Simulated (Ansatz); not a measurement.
C4H6O2 can be A, `CC(=O)/C=C\O`, or B, `O=CC1(O)CC1`.

Gas-phase electronic energies from Ansatz, PBE0-D4/def2-TZVP geometries. CCSD(T)/CBS adds triple-zeta CCSD(T) − MP2 to the extrapolated MP2 energy (def2 sets, frozen cores). Functionals use def2-TZVPP. B3LYP here is the variant with VWN-RPA as its local correlation; programs differ in this. Each species was taken in one conformer, which may not be the lowest.

A:

```xyz
12

C     1.6509   -0.8922   -0.1452
C     0.4225   -0.1752    0.3269
O     0.2753    0.0765    1.5318
C    -0.5710    0.2094   -0.6395
C    -1.6874    0.8591   -0.2179
O    -1.9236    1.1640    1.0310
H     2.3041   -1.1073    0.6982
H     1.3725   -1.8246   -0.6439
H     2.1835   -0.2821   -0.8797
H    -0.4392   -0.0114   -1.6890
H    -2.4688    1.1719   -0.9069
H    -1.1189    0.8121    1.5342
```

B:

```xyz
12

O    -1.4340   -0.8048   -1.8765
C    -0.4961   -0.2326   -1.3778
C    -0.2964   -0.1961    0.0740
O    -1.2607   -0.8636    0.7965
C     0.3177    1.0496    0.6635
C     1.1232   -0.2000    0.5845
H     0.2622    0.2945   -1.9898
H    -1.8750   -1.2162    0.1346
H    -0.0929    1.3268    1.6257
H     0.5579    1.8745    0.0034
H     1.9341   -0.2604   -0.1315
H     1.2600   -0.7718    1.4931
```

(1) Which is lower in electronic energy at CCSD(T)/CBS, and by how much? (Estimate.)

(2) Give E(B) − E(A) in kJ/mol with MP2/def2-TZVPP, ωB97M-V, PBE0-D4, B3LYP-D4, B2PLYP, r2SCAN-D4, PBE-D4. (An estimate is asked.)

Largest T1 diagnostic: 0.017.

## Answers

(1) Computed: A, by 97.0 kJ/mol.

(2) The calculation gave: MP2/def2-TZVPP 91.0, ωB97M-V 95.3, PBE0-D4 96.5, B3LYP-D4 114.0, B2PLYP 108.1, r2SCAN-D4 108.2, PBE-D4 107.7. None reverses the order clearly.

From PBE to PBE0 (25 % exact exchange), in def2-TZVPP and without D4, E(B) − E(A) moves by −11.2 kJ/mol.
